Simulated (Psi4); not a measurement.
Psi4 input (wB97X-D/6-31G*):

```
memory 1500 MB

molecule {
-1 1
C     0.00724967   -0.72295051    0.71906962
C     0.04562440    0.68254748    0.81501059
C    -0.04432848   -0.81177839   -0.68647340
C    -0.00734761    0.73271783   -0.72878450
H     0.01502855   -1.49867503    1.49062995
H    -0.51892031    1.32167605    1.50036933
H     0.52058812   -1.48799353   -1.33494466
H     0.87841978    1.16576513   -1.21872836
H    -0.90230394    1.21600897   -1.15026007
symmetry c1
no_reorient
no_com
}

set {
  basis 6-31G*
  reference rks
  scf_type pk
  dft_radial_points 99
  dft_spherical_points 590
  e_convergence 1e-8
  d_convergence 1e-7
  maxiter 150
}

e = energy('wb97x-d')
print_out(f'\nFINAL {e:.10f} DIPOLE {variable("CURRENT DIPOLE")[0]:.6f} {variable("CURRENT DIPOLE")[1]:.6f} {variable("CURRENT DIPOLE")[2]:.6f}\n')
```

Output:

```
   => Loading Basis Set <=

    Name: 6-31G*
    Role: ORBITAL
    Keyword: BASIS
    atoms 1-4 entry C          line   111 file 6-31gs.gbs
    atoms 5-9 entry H          line    44 file 6-31gs.gbs

   => WB97X-D: Empirical Dispersion <=

    Chai and Head-Gordon Dispersion Correction
    Chai, J.-D.; Head-Gordon, M. (2010), J. Chem. Phys., 132: 6615-6620

        s6 =       1.000000

         ---------------------------------------------------------
                                   SCF
               by Justin Turney, Rob Parrish, Andy Simmonett
                          and Daniel G. A. Smith
                              RKS Reference
         ---------------------------------------------------------

  ==> Geometry <==

    Molecular point group: c1
    Full point group: C1

    Geometry (in Angstrom), charge = -1, multiplicity = 1:

       Center              X                  Y                   Z               Mass
    ------------   -----------------  -----------------  -----------------  -----------------
         C            0.007249670000    -0.722950510000     0.719069620000    12.000000000000
         C            0.045624400000     0.682547480000     0.815010590000    12.000000000000
         C           -0.044328480000    -0.811778390000    -0.686473400000    12.000000000000
         C           -0.007347610000     0.732717830000    -0.728784500000    12.000000000000
         H            0.015028550000    -1.498675030000     1.490629950000     1.007825032230
         H           -0.518920310000     1.321676050000     1.500369330000     1.007825032230
         H            0.520588120000    -1.487993530000    -1.334944660000     1.007825032230
         H            0.878419780000     1.165765130000    -1.218728360000     1.007825032230
         H           -0.902303940000     1.216008970000    -1.150260070000     1.007825032230

  Running in c1 symmetry.

  Rotational constants: A =      0.45379  B =      0.44514  C =      0.23844 [cm^-1]
  Rotational constants: A =  13604.34884  B =  13345.00326  C =   7148.18844 [MHz]
  Nuclear repulsion =  105.467113996086781

  Charge       = -1
  Multiplicity = 1
  Electrons    = 30
  Nalpha       = 15
  Nbeta        = 15

  ==> Algorithm <==

  SCF Algorithm Type is PK.
  DIIS enabled.
  MOM disabled.
  Fractional occupation disabled.
  Guess Type is SAD.
  Energy threshold   = 1.00e-08
  Density threshold  = 1.00e-07
  Integral threshold = 1.00e-12

  ==> Primary Basis <==

  Basis Set: 6-31G*
    Blend: 6-31G*
    Number of shells: 34
    Number of basis functions: 70
    Number of Cartesian functions: 70
    Spherical Harmonics?: false
    Max angular momentum: 2

  ==> DFT Potential <==

   => LibXC <=

    Version 7.1.2
    S. Lehtola, C. Steigemann, M. J. T. Oliveira, and M. A. L. Marques,  SoftwareX 7, 1–5 (2018) (10.1016/j.softx.2017.11.002)

   => Composite Functional: WB97X-D <=

    wB97X-D Hyb-GGA Exchange-Correlation Functional

    J.-D. Chai and M. Head-Gordon,  Phys. Chem. Chem. Phys. 10, 6615–6620 (2008) (10.1039/B810189B)

    Deriv               =              1
    GGA                 =           TRUE
    Meta                =          FALSE

    Exchange Hybrid     =           TRUE
    MP2 Hybrid          =          FALSE

   => Exchange-Correlation Functionals <=

    1.0000   wB97X-D range-separated functional

   => Exact (HF) Exchange <=

    0.7780            HF,LR [omega = 0.2000]
    0.2220               HF

   => LibXC Density Thresholds  <==

    XC_HYB_GGA_XC_WB97X_D:  1.00E-14

   => Molecular Quadrature <=

    Radial Scheme          =       TREUTLER
    Pruning Scheme         =           NONE
    Nuclear Scheme         =       TREUTLER

    Blocking Scheme        =         OCTREE
    BS radius alpha        =              1
    Pruning alpha          =              1
    Radial Points          =             99
    Spherical Points       =            590
    Total Points           =         492450
    Total Blocks           =           3529
    Max Points             =            256
    Max Functions          =             70
    Weights Tolerance      =       1.00E-15

  ==> Integral Setup <==

  Using in-core PK algorithm.
   Calculation information:
      Number of atoms:                   9
      Number of AO shells:              34
      Number of primitives:             80
      Number of atomic orbitals:        70
      Number of basis functions:        70

      Integral cutoff                 1.00e-12
      Number of threads:                 1

  Performing in-core PK
  Using 9266565 doubles for integral storage.
  We computed 175823 shell quartets total.
  Whereas there are 177310 unique shell quartets.

  Computing range-separated integrals for PK
  We computed 175823 wK shell quartets total.
  Whereas there are 177310 wK unique shell quartets.

  ==> DiskJK: Disk-Based J/K Matrices <==

    J tasked:                  Yes
    K tasked:                  Yes
    wK tasked:                 Yes
    Omega:               2.000E-01
    Schwarz Cutoff:          1E-12


  Cached 50.0% of DFT collocation blocks in 0.459 [GiB].

  Minimum eigenvalue in the overlap matrix is 1.8655557079E-03.
  Reciprocal condition number of the overlap matrix is 2.4850631644E-04.
    Using symmetric orthogonalization.

  ==> Pre-Iterations <==

  SCF Guess: Superposition of Atomic Densities via on-the-fly atomic UHF (no occupation information).

   -------------------------
    Irrep   Nso     Nmo
   -------------------------
     A         70      70
   -------------------------
    Total      70      70
   -------------------------

  ==> Iterations <==

                        Total Energy        Delta E     RMS |[F,P]|

   @RKS iter SAD:  -154.65407571055891   -1.54654e+02   0.00000e+00
   @RKS iter   1:  -154.95807283664004   -3.03997e-01   9.86940e-03 DIIS/ADIIS
   @RKS iter   2:  -155.04883005094794   -9.07572e-02   8.74316e-03 DIIS/ADIIS
   @RKS iter   3:  -155.23709613780775   -1.88266e-01   3.89497e-04 DIIS/ADIIS
   @RKS iter   4:  -155.23755838279388   -4.62245e-04   1.58516e-04 DIIS/ADIIS
   @RKS iter   5:  -155.23762838987426   -7.00071e-05   6.51431e-05 DIIS
   @RKS iter   6:  -155.23764089018505   -1.25003e-05   9.82333e-06 DIIS
   @RKS iter   7:  -155.23764157512215   -6.84937e-07   2.31798e-06 DIIS
   @RKS iter   8:  -155.23764161347941   -3.83573e-08   1.50260e-06 DIIS
   @RKS iter   9:  -155.23764162207297   -8.59356e-09   2.28981e-07 DIIS
   @RKS iter  10:  -155.23764162276385   -6.90875e-10   4.40463e-08 DIIS
  Energy and wave function converged.

  ==> Post-Iterations <==

   Electrons on quadrature grid:
      Ntotal   =   30.0000020287 ; deviation = 2.029e-06

    Orbital Energies [Eh]
    ---------------------

    Doubly Occupied:

       1A    -10.069893     2A    -10.060039     3A    -10.018936
       4A    -10.018924     5A     -0.695845     6A     -0.507417
       7A     -0.463943     8A     -0.367562     9A     -0.324851
      10A     -0.284980    11A     -0.204831    12A     -0.174508
      13A     -0.152927    14A     -0.094143    15A      0.021205

    Virtual:

      16A      0.345865    17A      0.406791    18A      0.429637
      19A      0.429799    20A      0.453798    21A      0.470893
      22A      0.510872    23A      0.526064    24A      0.637625
      25A      0.736935    26A      0.807593    27A      0.880524
      28A      0.886118    29A      0.886289    30A      0.906288
      31A      0.971293    32A      0.978143    33A      0.981049
      34A      0.984517    35A      1.057366    36A      1.105536
      37A      1.148607    38A      1.156268    39A      1.179537
      40A      1.230088    41A      1.246181    42A      1.318479
      43A      1.344518    44A      1.414826    45A      1.425771
      46A      1.688812    47A      1.777374    48A      1.846394
      49A      1.902742    50A      2.083725    51A      2.097448
      52A      2.253209    53A      2.291636    54A      2.363489
      55A      2.365341    56A      2.498063    57A      2.520553
      58A      2.582004    59A      2.588418    60A      2.697751
      61A      2.764484    62A      2.878295    63A      2.924026
      64A      2.939124    65A      3.190871    66A      3.247605
      67A      4.391398    68A      4.599204    69A      4.622329
      70A      4.887885

    Final Occupation by Irrep:
              A
    DOCC [    15 ]
    NA   [    15 ]
    NB   [    15 ]

  @RKS Final Energy:  -155.23764162276385

   => Energetics <=

    Nuclear Repulsion Energy =            105.4671139960867805
    One-Electron Energy =                -423.6514815268511711
    Two-Electron Energy =                 179.1047050595046812
    DFT Exchange-Correlation Energy =     -16.1555711707643113
    Empirical Dispersion Energy =          -0.0024079807398017
    VV10 Nonlocal Energy =                  0.0000000000000000
    Total Energy =                       -155.2376416227638458

Computation Completed

Properties will be evaluated at   0.000000,   0.000000,   0.000000 [a0]

Properties computed using the SCF density matrix

 Multipole Moments:

 ------------------------------------------------------------------------------------
     Multipole            Electronic (a.u.)      Nuclear  (a.u.)        Total (a.u.)
 ------------------------------------------------------------------------------------

 L = 1.  Multiply by 2.5417464519 to convert [e a0] to [Debye]
 Dipole X            :         -0.0008902            0.0000002           -0.0008901
 Dipole Y            :          0.0887566            0.0000001            0.0887567
 Dipole Z            :         -0.0882804            0.0000001           -0.0882803
 Magnitude           :                                                    0.1251877

 ------------------------------------------------------------------------------------

FINAL -155.2376416228 DIPOLE -0.000890 0.088757 -0.088280

*** Psi4 exiting successfully. Buy a developer a beer!
```

The dipole moment of an ion depends on the origin.
